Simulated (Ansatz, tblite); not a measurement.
Removing and adding an electron: AlH3. The state is a singlet with charge 0. Geometry: PBE0-D4/def2-TZVP. Ansatz, gas phase; energy differences of separate SCF runs; the oxidised species was run as a doublet alone; the reduced species was run as a doublet alone.

```
atom   x (Å)   y (Å)   z (Å)
 Al1   0.000   0.000   0.000
  H2  -1.086  -0.947  -0.663
  H3   1.052  -0.596   1.026
  H4   0.034   1.543  -0.364
```

The xTB rows come from tblite. Correlated methods freeze 5 core orbitals. HOMO above LUMO, or a gap near zero within one spin, warns that the state may not be the lowest or that an electron is smeared out.

Estimate orbital energies and vertical ionisation energies and electron affinities at: GFN1-xTB; GFN2-xTB; HF/def2-TZVPD; HF/def2-TZVPP; PBE-D4/def2-TZVPD; r2SCAN-D4/def2-TZVP; r2SCAN-D4/def2-TZVPD; PBE0-D4/def2-TZVP; PBE0-D4/def2-TZVPD; MP2/def2-TZVPD; MP2/def2-TZVPP; CCSD/def2-TZVPD; CCSD/def2-TZVPP; CCSD(T)/def2-TZVPD; CCSD(T)/def2-TZVPP.


| level | −HOMO (eV) | vertical IE (eV) | −LUMO (eV) | vertical EA (eV) | HOMO–LUMO gap (eV) | IE − EA (eV) | remarks |
| --- | --- | --- | --- | --- | --- | --- | --- |
| GFN1-xTB | 12.30 | 15.83 | 5.68 | 2.32 | 6.62 | 13.51 | – |
| GFN2-xTB | 11.53 | 15.02 | 6.34 | 2.57 | 5.19 | 12.46 | – |
| HF/def2-TZVPD | – | – | – | -0.56 | – | – | HOMO above zero (-1 doublet) |
| HF/def2-TZVPP | – | 10.68 | – | – | – | – | spin-contaminated (⟨S²⟩ 0.84) (+1 doublet) |
| PBE-D4/def2-TZVPD | 7.30 | – | 2.54 | 0.22 | 4.77 | – | HOMO above zero (-1 doublet) |
| r2SCAN-D4/def2-TZVP | 7.62 | 11.02 | 2.13 | – | 5.49 | – | gap within one spin near zero (+1 doublet) |
| r2SCAN-D4/def2-TZVPD | 7.61 | – | 2.13 | 0.26 | 5.48 | – | HOMO above zero (-1 doublet) |
| PBE0-D4/def2-TZVP | 8.58 | 11.15 | 1.75 | – | 6.83 | – | – |
| PBE0-D4/def2-TZVPD | 8.57 | – | 1.75 | 0.17 | 6.83 | – | HOMO above zero (-1 doublet) |
| MP2/def2-TZVPD | – | – | – | -0.17 | – | – | HOMO above zero (-1 doublet) |
| MP2/def2-TZVPP | – | 11.44 | – | – | – | – | spin-contaminated (⟨S²⟩ 0.84) (+1 doublet) |
| CCSD/def2-TZVPD | – | – | – | -0.09 | – | – | HOMO above zero (-1 doublet) |
| CCSD/def2-TZVPP | – | 11.42 | – | – | – | – | spin-contaminated (⟨S²⟩ 0.84) (+1 doublet) |
| CCSD(T)/def2-TZVPD | – | – | – | -0.05 | – | – | HOMO above zero (-1 doublet) |
| CCSD(T)/def2-TZVPP | – | 11.42 | – | – | – | – | spin-contaminated (⟨S²⟩ 0.84) (+1 doublet) |

Run but left out: PBE-D4/def2-TZVP (charge +1 doublet: an occupied level 0.33 eV above an empty one).   A HOMO above zero means that the electron is unbound at that level or that self-interaction error raises the level; the energy of removing that electron tells which. Raw xTB energy differences between charge states are shifted by several eV; the methods need an empirical correction for them. A negative affinity means that the extra electron isn't bound; its size then hangs on the basis.
